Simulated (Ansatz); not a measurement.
H₆NPSi, SMILES `[SiH3]NP`, charge 0, multiplicity 1.

**Question.** Give a relaxed structure at PBE0-D4/def2-TZVP (the Gaussian-basis code of Ansatz). (Estimate.)

**Answer.** Ansatz gave: 
Cartesian coordinates in Å:
```
Si -0.0693 -0.7936 0.8630
N -0.0413 -0.3227 -0.7973
P 0.1095 1.2652 -1.3994
H 1.1861 -0.3835 1.5479
H -0.2159 -2.2717 0.9183
H -1.2031 -0.1454 1.5757
H -0.1215 -1.0232 -1.5151
H 1.2001 1.7351 -0.6106
H -0.8446 1.9398 -0.5826
```
Point group Cs.
This is one stationary point; other conformers may exist.
